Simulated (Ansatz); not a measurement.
Input file:

```yaml
crystal:
  periodic: [false, false, false]
  atoms:
    - {symbol: Al, position_ang: [0.000000, 0.000000, 0.000000]}
    - {symbol: O, position_ang: [0.000000, 0.000000, 1.747000]}
basis:
  gaussian: {orbitals: 6-31G}
magnetization: {spin_polarized: true, initial_magnetization: 1}
correlation: {method: ccsd, electrons: outside_noble_gas, diis_vectors: 2}
```

```sh
$ ansatz run in.yaml --threads 1 --pin off --events-out ev --progress --plain --max-ram 2393MiB
```

Roughly how long does this take on 1 thread of Arm Neoverse V1, shared host, and how much host memory?

2 s wall and 0.16 GiB.

```
213 factors; integrals over basis functions are off by at most 1.5e-4 eV
mean field evaluation 1: about -8610.0617 eV, gradient 3.5e1 eV
mean field evaluation 2: about -8610.1043 eV, gradient 3.5e1 eV
mean field evaluation 4: about -8616.7730 eV, gradient 3.4e0 eV
mean field evaluation 8: about -8617.6501 eV, gradient 5.6e-1 eV
mean field evaluation 16: about -8617.6628 eV, gradient 8.0e-3 eV
mean field evaluation 32: about -8618.0689 eV, gradient 1.1e0 eV
mean field evaluation 64: about -8617.6628 eV, gradient 1.3e-2 eV
mean field evaluation 96: about -8618.0935 eV, gradient 7.7e-4 eV
mean field evaluation 128: about -8608.6647 eV, gradient 2.2e1 eV
mean field evaluation 160: about -8618.0947 eV, gradient 4.4e-2 eV
...
mean field evaluation 1312: about -8618.0935 eV, gradient 4.2e-4 eV
mean field evaluation 1344: about -8616.8402 eV, gradient 5.4e-3 eV
mean field evaluation 1376: about -8618.0935 eV, gradient 6.7e-4 eV
mean field evaluation 1408: about -8614.3633 eV, gradient 6.8e-1 eV
mean field evaluation 1440: about -8614.3838 eV, gradient 1.6e-3 eV
mean field evaluation 1472: about -8616.8402 eV, gradient 4.4e-4 eV
mean field evaluation 1504: about -8614.3284 eV, gradient 1.8e-1 eV
mean field evaluation 1536: about -8614.3296 eV, gradient 9.8e-2 eV
mean field evaluation 1568: about -8618.0935 eV, gradient 7.2e-6 eV
mean field -8618.09445754 eV, -316.7091297602 hartree, gradient 5.8e-6 eV, S^2 0.788193; 21 other end points of the search recorded, 0 dependent functions left out
determinant -8618.09445754 eV, -316.7091297602 hartree, with singles and doubles -8621.66427875 eV, -316.8403182702 hartree
determinant -8618.09350283 eV, -316.7090946754 hartree, with singles and doubles -8621.65828344 eV, -316.8400979467 hartree
determinant -8617.66275811 eV, -316.6932650991 hartree, with singles and doubles -8622.01407519 eV, -316.8531730522 hartree
determinant -8616.84022033 eV, -316.6630373929 hartree, with singles and doubles -8621.60410335 eV, -316.8381068650 hartree
determinant -8615.43994679 eV, -316.6115782897 hartree, with singles and doubles -8618.30141110 eV, -316.7167351636 hartree
determinant -8618.09445754 eV, -316.7091297602 hartree, with singles and doubles -8621.65975043 eV, -316.8401518573 hartree
determinant -8618.09350283 eV, -316.7090946754 hartree, with singles and doubles -8621.66025753 eV, -316.8401704931 hartree
determinant -8617.66275811 eV, -316.6932650991 hartree, with singles and doubles -8622.04976003 eV, -316.8544844460 hartree
determinant -8616.84022033 eV, -316.6630373929 hartree, with singles and doubles -8621.88723280 eV, -316.8485116804 hartree
6 core orbitals not correlated: weight in the atoms' cores, before any rotation towards them, 1.000 or more for the frozen orbitals, at most 0.000 for the correlated occupied ones
reference -8617.66275811 eV, -316.6932650991 hartree; 5, 4 occupied and 11, 12 virtual orbitals, 213 factors
second order -3.49051393 eV of doubles, -0.00000000 eV of singles
cycle   1  -4.38700219 eV  change   -2.7e-7 eV  update   3.6e-6
WARN: the results are in doubt because among natural orbitals full CI differs from the method by -0.228 eV
Total energy: -8622.04976031 eV, -316.8544844561 hartree
In doubt: among natural orbitals full CI differs from the method by -0.228 eV
```
